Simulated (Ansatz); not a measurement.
Si2H8S, singlet: a pair in one relaxed arrangement.

in.yaml

```yaml
crystal:
  periodic: [false, false, false]
  atoms:
    - {symbol: S, position_ang: [0.963230, -0.016502, -2.334194]}
    - {symbol: H, position_ang: [0.818194, 1.317351, -2.337272]}
    - {symbol: H, position_ang: [-0.256612, -0.206649, -2.859890]}
    - {symbol: Si, position_ang: [0.906757, 0.053552, 1.316249]}
    - {symbol: Si, position_ang: [-1.277745, -0.330244, 0.551772]}
    - {symbol: H, position_ang: [1.806807, -1.068110, 0.942001]}
    - {symbol: H, position_ang: [1.451625, 1.317919, 0.753616]}
    - {symbol: H, position_ang: [0.911221, 0.177332, 2.801098]}
    - {symbol: H, position_ang: [-2.208548, -0.488082, 1.704418]}
    - {symbol: H, position_ang: [-1.352052, -1.568505, -0.268243]}
    - {symbol: H, position_ang: [-1.762878, 0.811937, -0.269555]}
basis:
  gaussian: {orbitals: "def2-TZVPPD.json"}
hamiltonian: {xc: {name: B2PLYP}}
```

The basis file named in the input lies beside it (Basis Set Exchange, JSON).

Run by:

```bash
ansatz run in.yaml --threads 4 --pin off --events-out ev --progress --plain --max-ram 9574MiB
```

The run's output (Ansatz 0.2.0):

```
Functional definition: B2PLYP
  name "B2PLYP"
  cite "Grimme, J. Chem. Phys. 124, 034108 (2006) doi:10.1063/1.2148954"
  cite "Becke, Phys. Rev. A 38, 3098 (1988) doi:10.1103/PhysRevA.38.3098"
  cite "Lee, Yang & Parr, Phys. Rev. B 37, 785 (1988) doi:10.1103/PhysRevB.37.785"
  parameter a = 0.53
  parameter c = 0.27
  exchange = (1 - a)*b88_x + a*exact_x
  correlation = (1 - c)*lyp_c + c*(mp2_os + mp2_ss)
1553 factors; integrals over basis functions are off by at most 1.6e-3 eV
mean field evaluation 1: about -26706.1738 eV, gradient 1.3e1 eV
mean field evaluation 2: about -26706.2543 eV, gradient 1.3e1 eV
mean field evaluation 4: about -26706.9263 eV, gradient 1.6e0 eV
mean field evaluation 8: about -26706.9334 eV, gradient 7.3e-2 eV
mean field evaluation 16: about -26706.9334 eV, gradient 1.1e-5 eV
mean field -26706.93341597 eV, -981.4617004273 hartree, gradient 3.6e-6 eV, S^2 0.000000; 0 other end points of the search recorded, 0 dependent functions left out
15 core orbitals not correlated: weight in the atoms' cores, before any rotation towards them, 1.000 or more for the frozen orbitals, at most 0.000 for the correlated occupied ones
reference -26706.93362920 eV, -981.4617082632 hartree; 11, 11 occupied and 257, 257 virtual orbitals, 1553 factors
second order -15.57171546 eV of doubles, -0.00000000 eV of singles
Total energy: -26711.13799237 eV, -981.6162157600 hartree
```

Hardware: 4 CPU threads of an Arm Neoverse V2, shared host. Wall time 5.5 s; peak host memory 0.8 GiB.
